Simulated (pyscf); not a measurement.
## Hydrogen abstraction: PH₂• + disilane (H₃Si–SiH₃) → PH₃ + •H₂Si–SiH₃

Gas phase, doublet surface, charge 0. Bonds broken: Si4–H6. Bonds formed: P1–H6. Single points on ωB97X-D3(BJ)/def2-SVP structures (PySCF, gas phase).

Transition state (Å):

```xyz
11

P      1.4868    -0.9114     0.9261
H      0.8710    -0.0721     1.9026
H      0.4938    -1.9257     1.0707
Si    -0.8137     0.5066    -1.1918
Si    -2.3865     1.0993     0.4216
H      0.5633    -0.1949    -0.2444
H     -0.3230     1.6751    -1.9863
H     -1.3105    -0.5620    -2.1131
H     -1.7765     2.1035     1.3425
H     -2.7448    -0.1184     1.2075
H     -3.6302     1.6772    -0.1690
```

One imaginary mode, 1345i cm⁻¹; descent along it reached the two sides named.

| bond | change | reactant side (Å) | saddle | product side |
|---|---|---|---|---|
| Si4–H6 | breaks | 1.493 | 1.813 | 3.3 |
| P1–H6 | forms | 3.0 | 1.654 | 1.424 |

Electronic energies relative to the separated reactants (kcal/mol):

| level | barrier | reaction energy | reverse barrier |
|---|---|---|---|
| ωB97X-D3(BJ)/def2-TZVP | 8.9 | +5.5 | 3.4 |
| PBE/def2-TZVP | 3.0 | +3.2 | -0.2 |
| r²SCAN/def2-TZVP | 5.8 | +4.4 | 1.3 |
| B3LYP-D3(BJ)/def2-TZVP | 6.5 | +5.6 | 0.9 |
| PBE0-D3(BJ)/def2-TZVP | 5.0 | +4.3 | 0.7 |
| M06-2X/def2-TZVP | 9.5 | +4.5 | 5.0 |
| ωB97M-D3(BJ)/def2-TZVP | 10.2 | +5.6 | 4.6 |
| HF/def2-TZVP | 26.4 | +9.7 | 16.7 |

With ωB97M-D3(BJ)/def2-TZVP energies and thermal terms (ideal gas, 1 atm, RRHO with modes under 100 cm⁻¹ raised to 100, one conformer, R ln 2 for chiral ones without a mode under 150 cm⁻¹), in kcal/mol:

```json
[
 {"T (K)": "298", "ΔH‡": "8.9", "ΔG‡": "17.0", "ΔH": "+6.3", "ΔG": "+5.2"},
 {"T (K)": "600", "ΔH‡": "9.7", "ΔG‡": "25.0", "ΔH": "+6.2", "ΔG": "+4.2"},
 {"T (K)": "900", "ΔH‡": "10.6", "ΔG‡": "32.5", "ΔH": "+6.1", "ΔG": "+3.2"},
 {"T (K)": "1200", "ΔH‡": "11.4", "ΔG‡": "39.7", "ΔH": "+6.0", "ΔG": "+2.2"}
]
```

At PBE this geometry lies under the product side: in single points on another level's saddle the reverse barrier vanishes, and the forward threshold there is about the reaction energy. This is the saddle that the search found; another between the same sides may lie lower. The angle at the transferred H is 164°.
